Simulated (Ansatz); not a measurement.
**CH3BS: molecular dynamics**

Purpose: to follow the molecule's vibrations and see whether its bonds hold. The start is relaxed first. Runs: 500 steps of 0.5 fs under a Langevin thermostat at 500 K. SMILES of the start: B1CS1.

All numbers below are computed with Ansatz 0.2.0 (RKS revPBE-D4/def2-SVP).

### 1 The system as given

Bond lengths: B1–C2 1.537 Å, B1–S3 1.725 Å, C2–S3 1.852 Å, B1–H4 1.152 Å, C2–H5 1.083 Å, C2–H6 1.083 Å. Angles: B1–C2–S3 60.3°, B1–C2–H5 122.6°, B1–C2–H6 122.7°, S3–C2–H5 113.1°, S3–C2–H6 113.1°, H5–C2–H6 112.1°, C2–B1–S3 68.9°, C2–B1–H4 149.8°, S3–B1–H4 141.3°, B1–S3–C2 50.7°.

Structure file:

```xyz
6

B    -0.5148   -0.7105   -0.2363
C     0.2128    0.6063    0.0764
S     0.9605   -1.0026    0.6082
H    -1.4102   -1.2672   -0.6997
H     0.8126    1.1310   -0.6574
H    -0.0609    1.2430    0.9090
```

### 2 Preparing the start

Contents of input.yaml:

```yaml
crystal:
  periodic: [false, false, false]
  atoms:
    - { symbol: B, position_ang: [-0.51484, -0.71051, -0.23634] }
    - { symbol: C, position_ang: [0.21283, 0.60629, 0.07636] }
    - { symbol: S, position_ang: [0.96047, -1.0026, 0.60818] }
    - { symbol: H, position_ang: [-1.41019, -1.26718, -0.69974] }
    - { symbol: H, position_ang: [0.81257, 1.13098, -0.65744] }
    - { symbol: H, position_ang: [-0.06085, 1.24302, 0.90897] }
basis:
  gaussian: { orbitals: def2-SVP }
hamiltonian:
  xc: revpbe
  dispersion: d4
relax:
  f_tol: 0.02
  max_steps: 40
scf:
  lower_state_search: "off"
```

On the command line:

```
ansatz run input.yaml --threads 1 --pin off --max-ram 2048MiB --backend cpu --events-out ev --progress --plain --runs-dir out
```

The program printed (excerpt; [...] marks lines left out):

```text
Warning: RAYON_NUM_THREADS=1 ignored (pool sized by the plan → 1); use --threads N
[...]
Functional definition: revPBE
[...]
691 factors; their error is unknown
[...]
mean field -12590.00660436 eV, -462.6742088974 hartree, gradient 2.1e-6 eV, S^2 0.000000; 0 other end points of the search recorded, 0 dependent functions left out
[...]
reference -12590.00663849 eV, -462.6742101514 hartree; 15, 15 occupied and 46, 46 virtual orbitals, 691 factors
relax step   1: F+E_penalty+E_count = -12590.32931094 eV  Δ(F+E_penalty+E_count) = +0.000e0 eV  max|allowed force component| = 1.106e0 eV/Å  Δτ_max = 0.0000 Å  (15 SCF iters, accepted)
[...]
relax step   4: F+E_penalty+E_count = -12590.42162872 eV  Δ(F+E_penalty+E_count) = -1.449e-3 eV  max|allowed force component| = 3.908e-2 eV/Å  Δτ_max = 0.0078 Å  (21 SCF iters, accepted)
[...]
relax step   5: F+E_penalty+E_count = -12590.42175574 eV  Δ(F+E_penalty+E_count) = -1.270e-4 eV  max|allowed force component| = 1.260e-2 eV/Å  Δτ_max = 0.0035 Å  (13 SCF iters, accepted)
Total energy: -12590.42178999 eV, -462.6894666879 hartree
Atom 0 at    -0.504525    -0.711697    -0.231469 Å, force     0.012596     0.006775     0.006262 eV/Å
Atom 1 at     0.226347     0.614210     0.082934 Å, force    -0.000050     0.001216    -0.000131 eV/Å
Atom 2 at     0.995809    -1.039446     0.630375 Å, force    -0.008551    -0.003028    -0.004419 eV/Å
Atom 3 at    -1.449765    -1.274552    -0.719931 Å, force     0.001106    -0.000164     0.000748 eV/Å
Atom 4 at     0.815434     1.148676    -0.684895 Å, force    -0.002804    -0.002358    -0.000932 eV/Å
Atom 5 at    -0.083311     1.262809     0.922976 Å, force    -0.002297    -0.002441    -0.001528 eV/Å
Dipole moment:    -0.058570     0.178840    -0.045426 e Å
Checks for a lower state left out: stability, starts, cluster_reference, orbital_swaps, neighbouring_geometries, increment
```

Wall time 4.3 s (1 thread of Arm Neoverse V2, shared host); peak memory 0.11 GiB.

Step by step:

| step | energy from step 1 (eV) | largest force component (eV/Å) |
| --- | --- | --- |
| 1 | 0.0000 | 1.1061 |
| 2 | -0.0775 | 0.5610 |
| 3 | -0.0909 | 0.1772 |
| 4 | -0.0923 | 0.0391 |
| 5 | -0.0924 | 0.0126 |

Step 1 is the start.

After: Bond lengths: B1–C2 1.546 Å, B1–S3 1.761 Å, C2–S3 1.904 Å, B1–H4 1.204 Å, C2–H5 1.106 Å, C2–H6 1.106 Å. Angles: B1–C2–S3 60.3°, B1–C2–H5 121.7°, B1–C2–H6 121.7°, S3–C2–H5 113.8°, S3–C2–H6 113.8°, H5–C2–H6 113.2°, C2–B1–S3 70.0°, C2–B1–H4 148.7°, S3–B1–H4 141.3°, B1–S3–C2 49.7°.

### 3 The run

500 steps of 0.5 fs under a Langevin thermostat at 500 K, from the relaxed start.

Contents of input.yaml:

```yaml
crystal:
  periodic: [false, false, false]
  atoms:
    - { symbol: B, position_ang: [-0.504525, -0.711697, -0.231469] }
    - { symbol: C, position_ang: [0.226347, 0.61421, 0.082934] }
    - { symbol: S, position_ang: [0.995809, -1.039446, 0.630375] }
    - { symbol: H, position_ang: [-1.449765, -1.274552, -0.719931] }
    - { symbol: H, position_ang: [0.815434, 1.148676, -0.684895] }
    - { symbol: H, position_ang: [-0.083311, 1.262809, 0.922976] }
basis:
  gaussian: { orbitals: def2-SVP }
hamiltonian:
  xc: revpbe
  dispersion: d4
md:
  timestep: 0.5
  n_steps: 500
  ensemble: nvt_langevin
  temperature: 500.0
  initial_velocities: maxwell_boltzmann
  seed: 101090
  friction: 0.5
scf:
  lower_state_search: "off"
```

On the command line:

```
ansatz run input.yaml --threads 1 --pin off --max-ram 2048MiB --backend cpu --events-out ev --progress --plain --runs-dir out
```

The program printed (excerpt; [...] marks lines left out):

```text
Warning: RAYON_NUM_THREADS=1 ignored (pool sized by the plan → 1); use --threads N
[...]
Functional definition: revPBE
[...]
691 factors; their error is unknown
[...]
mean field -12590.10291062 eV, -462.6777480870 hartree, gradient 2.1e-6 eV, S^2 0.000000; 0 other end points of the search recorded, 0 dependent functions left out
[...]
reference -12590.10294486 eV, -462.6777493453 hartree; 15, 15 occupied and 46, 46 virtual orbitals, 691 factors
md step     0: t =     0.00 fs  T =   416.7 K  F+E_penalty+E_count = -12590.42175646 eV  E_kin = 0.323150 eV  (15 SCF iters)
[...]
md step    21: t =    10.50 fs  T =   643.5 K  F+E_penalty+E_count = -12590.23287628 eV  E_kin = 0.499059 eV  (21 SCF iters, 3 dispersion substeps)
[...]
md step    42: t =    21.00 fs  T =   574.5 K  F+E_penalty+E_count = -12590.24226485 eV  E_kin = 0.445575 eV  (21 SCF iters, 3 dispersion substeps)
[...]
md step    63: t =    31.50 fs  T =   698.9 K  F+E_penalty+E_count = -12589.96288447 eV  E_kin = 0.542064 eV  (21 SCF iters, 3 dispersion substeps)
[...]
md step    84: t =    42.00 fs  T =   496.2 K  F+E_penalty+E_count = -12590.27349889 eV  E_kin = 0.384841 eV  (21 SCF iters, 3 dispersion substeps)
md step    85: t =    42.50 fs  T =   311.2 K  F+E_penalty+E_count = -12590.27835876 eV  E_kin = 0.241384 eV  (21 SCF iters, 3 dispersion substeps)
```

### 4 More of the same log: dynamics from the start

The log, continued (excerpt; [...] marks lines left out):

```text
md step    86: t =    43.00 fs  T =   402.2 K  F+E_penalty+E_count = -12590.27919667 eV  E_kin = 0.311901 eV  (21 SCF iters, 3 dispersion substeps)
[...]
md step   113: t =    56.50 fs  T =  1013.7 K  F+E_penalty+E_count = -12590.31407663 eV  E_kin = 0.786148 eV  (21 SCF iters, 3 dispersion substeps)
[...]
md step   140: t =    70.00 fs  T =   440.2 K  F+E_penalty+E_count = -12590.27758869 eV  E_kin = 0.341366 eV  (21 SCF iters, 3 dispersion substeps)
[...]
md step   167: t =    83.50 fs  T =   471.8 K  F+E_penalty+E_count = -12590.11238616 eV  E_kin = 0.365922 eV  (21 SCF iters, 3 dispersion substeps)
[...]
md step   193: t =    96.50 fs  T =   504.9 K  F+E_penalty+E_count = -12590.31371645 eV  E_kin = 0.391617 eV  (21 SCF iters, 3 dispersion substeps)
md step   194: t =    97.00 fs  T =   679.9 K  F+E_penalty+E_count = -12590.34023373 eV  E_kin = 0.527285 eV  (21 SCF iters, 3 dispersion substeps)
```

### 5 The output, continued: dynamics from the start

Output, continued (excerpt; [...] marks lines left out):

```text
md step   195: t =    97.50 fs  T =   609.6 K  F+E_penalty+E_count = -12590.35470203 eV  E_kin = 0.472786 eV  (21 SCF iters, 3 dispersion substeps)
[...]
md step   218: t =   109.00 fs  T =   391.9 K  F+E_penalty+E_count = -12590.24997110 eV  E_kin = 0.303903 eV  (21 SCF iters, 3 dispersion substeps)
[...]
md step   241: t =   120.50 fs  T =   528.8 K  F+E_penalty+E_count = -12590.27373591 eV  E_kin = 0.410151 eV  (20 SCF iters, 3 dispersion substeps)
[...]
md step   264: t =   132.00 fs  T =   591.4 K  F+E_penalty+E_count = -12590.21702677 eV  E_kin = 0.458650 eV  (20 SCF iters, 3 dispersion substeps)
[...]
md step   499: t =   249.50 fs  T =   294.9 K  F+E_penalty+E_count = -12590.29783298 eV  E_kin = 0.228699 eV  (21 SCF iters, 3 dispersion substeps)
[...]
md step   500: t =   250.00 fs  T =   399.8 K  F+E_penalty+E_count = -12590.28848660 eV  E_kin = 0.310095 eV  (21 SCF iters, 3 dispersion substeps)
Total energy: -12590.28852055 eV, -462.6845691260 hartree
Atom 0 at    -0.641460    -0.693902    -0.129045 Å, force     0.692803     0.707642    -0.105782 eV/Å
Atom 1 at     0.288125     0.543606    -0.116042 Å, force     0.040451    -1.167148     0.032241 eV/Å
Atom 2 at     0.816873    -1.162913     0.662546 Å, force     0.671590     0.126705     0.468316 eV/Å
Atom 3 at    -1.684553    -1.126464    -0.308947 Å, force    -1.539696    -0.571995    -0.453503 eV/Å
Atom 4 at     0.994508     0.771421    -0.917909 Å, force    -0.017862     0.359361    -0.321954 eV/Å
Atom 5 at     0.088619     1.320687     0.617209 Å, force     0.152713     0.545435     0.380682 eV/Å
Dipole moment:    -0.018502     0.179496    -0.070497 e Å
Checks for a lower state left out: stability, starts, cluster_reference, orbital_swaps, neighbouring_geometries, increment
```

It took 5.4 min on 1 thread of Arm Neoverse V2, shared host; peak memory 0.08 GiB.

### 6 The trajectory

One step in 20; energies are changes from step 0:

| time (fs) | T (K) | potential energy change (meV/atom) |
| --- | --- | --- |
| 0.0 | 417 | 0.0 |
| 10.0 | 531 | 29.4 |
| 20.0 | 489 | 38.3 |
| 30.0 | 576 | 62.9 |
| 40.0 | 385 | 32.8 |
| 50.0 | 484 | 30.9 |
| 60.0 | 463 | 34.6 |
| 70.0 | 440 | 24.0 |
| 80.0 | 377 | 30.6 |
| 90.0 | 546 | 35.7 |
| 100.0 | 444 | 26.7 |
| 110.0 | 610 | 27.6 |
| 120.0 | 467 | 22.4 |
| 130.0 | 172 | 44.5 |
| 140.0 | 805 | 48.3 |
| 150.0 | 587 | 49.5 |
| 160.0 | 295 | 41.1 |
| 170.0 | 668 | 23.2 |
| 180.0 | 379 | 50.8 |
| 190.0 | 564 | 62.0 |
| 200.0 | 364 | 29.4 |
| 210.0 | 703 | 27.3 |
| 220.0 | 751 | 46.5 |
| 230.0 | 550 | 61.5 |
| 240.0 | 500 | 28.2 |
| 250.0 | 400 | 22.2 |

time (fs), T (K) and a bar:
```
      0.0        417 #######
     11.0        566 ###############
     21.5        468 ##########
     32.5        871 ##############################
     43.5        376 #####
     54.5        772 #########################
     65.0        403 #######
     76.0        573 ###############
     87.0        536 #############
     98.0        394 ######
    108.5        379 #####
    119.5        386 ######
    130.5        386 ######
    141.5        566 ###############
    152.0        550 ##############
    163.0        453 #########
    174.0        718 ######################
    185.0        319 ###
    195.5        322 ###
    206.5        268 
    217.5        608 #################
    228.5        352 ####
    239.0        568 ###############
    250.0        400 #######
```

### 7 Positions and forces

Extended XYZ, with forces in eV/Å:

```xyz
6
time_fs=31.0 T=577 dE=0.4585
B    -0.564   -0.698   -0.338   -0.584   -0.304    1.636
C     0.194    0.604    0.056   -1.720    0.291    2.054
S     0.957   -1.012    0.675   -1.340   -0.037   -0.957
H    -1.752   -1.162   -0.580    1.813    0.366   -0.037
H     0.798    1.041   -0.685    1.243    1.136   -1.337
H    -0.183    1.381    0.869    0.588   -1.452   -1.358
6
time_fs=62.5 T=409 dE=0.1057
B    -0.580   -0.658   -0.289    0.245   -0.540   -0.101
C     0.223    0.604   -0.038    0.330    0.136    0.046
S     0.883   -1.024    0.699   -0.635   -0.043   -0.672
H    -1.536   -1.093   -0.895    0.162   -0.190    0.262
H     0.823    1.153   -0.781    0.235   -0.193   -0.165
H    -0.089    1.238    0.775   -0.339    0.831    0.630
6
time_fs=94.0 T=710 dE=0.2050
B    -0.645   -0.699   -0.235   -1.107   -0.838   -0.468
C     0.189    0.576   -0.057   -2.573   -0.375    2.517
S     0.790   -1.020    0.716    0.230   -0.315    0.384
H    -1.695   -1.254   -0.626    0.867    0.443    0.233
H     0.807    0.924   -0.796    1.911    1.347   -2.280
H    -0.265    1.329    0.651    0.671   -0.263   -0.386
6
time_fs=125.0 T=313 dE=0.3121
B    -0.677   -0.719   -0.222    0.520    0.086   -0.089
C     0.201    0.608   -0.094    0.461   -2.221   -1.808
S     0.809   -1.052    0.688   -0.414   -0.013   -0.158
H    -1.602   -1.347   -0.739    0.340    0.458    0.347
H     0.863    0.789   -1.049   -1.119    0.645    1.871
H    -0.040    1.267    0.736    0.211    1.045   -0.164
6
time_fs=156.0 T=372 dE=0.2761
B    -0.675   -0.709   -0.289    1.514   -1.067    1.264
C     0.207    0.570   -0.117   -0.457   -1.018    0.283
S     0.870   -1.111    0.696   -1.458    1.161   -1.315
H    -1.572   -1.516   -0.546    0.236    0.866   -0.172
H     0.809    0.971   -0.956    0.048   -0.029    0.192
H    -0.069    1.293    0.677    0.117    0.087   -0.252
6
time_fs=187.5 T=740 dE=0.2832
B    -0.612   -0.821   -0.266    1.373    1.206    1.165
C     0.198    0.560   -0.082   -1.401   -1.823    2.252
S     0.869   -1.106    0.656    0.107    0.087   -0.583
H    -1.496   -1.542   -0.542   -0.772   -0.125   -0.513
H     0.760    0.969   -0.870    1.234    0.707   -1.539
H     0.128    1.222    0.821   -0.540   -0.053   -0.782
6
time_fs=219.0 T=686 dE=0.2931
B    -0.600   -0.765   -0.196    1.637    1.356    0.505
C     0.242    0.530   -0.170    1.115    0.998    1.640
S     0.869   -1.134    0.680   -0.033    0.026   -0.314
H    -1.560   -1.070   -0.694   -2.003   -1.157   -0.769
H     0.910    0.926   -0.970   -0.217   -0.449   -0.066
H     0.233    1.307    0.678   -0.499   -0.773   -0.997
6
time_fs=250.0 T=400 dE=0.1333
B    -0.641   -0.694   -0.129    0.693    0.708   -0.106
C     0.288    0.544   -0.116    0.041   -1.167    0.032
S     0.817   -1.163    0.662    0.672    0.127    0.468
H    -1.685   -1.127   -0.309   -1.540   -0.572   -0.454
H     0.995    0.771   -0.918   -0.018    0.359   -0.322
H     0.089    1.321    0.617    0.153    0.545    0.381
```

### 8 Summary of results

| quantity | value |
| --- | --- |
| relaxation of the start | 4 moves, 0.092 eV lower |
| length | 500 steps of 0.5 fs |
| temperature, first and last step | 417 and 400 K |
| temperature, second half | mean 485 K, from 146 to 1017 K |
| potential energy, second half | +43 meV/atom from the start |
| bonds formed or broken | 0 |

What this shows: Against a set 500 K the second half averages 485 K with a spread of 155 K. A friction of 0.5 per fs wipes out velocities within 2 fs: the temperature is held, but the motion is overdamped and says nothing of rates. The bonding pattern survives the run. 250 fs on 6 atoms is far too short and small for converged averages. The nuclei move classically, without zero-point motion, which matters most for hydrogen.
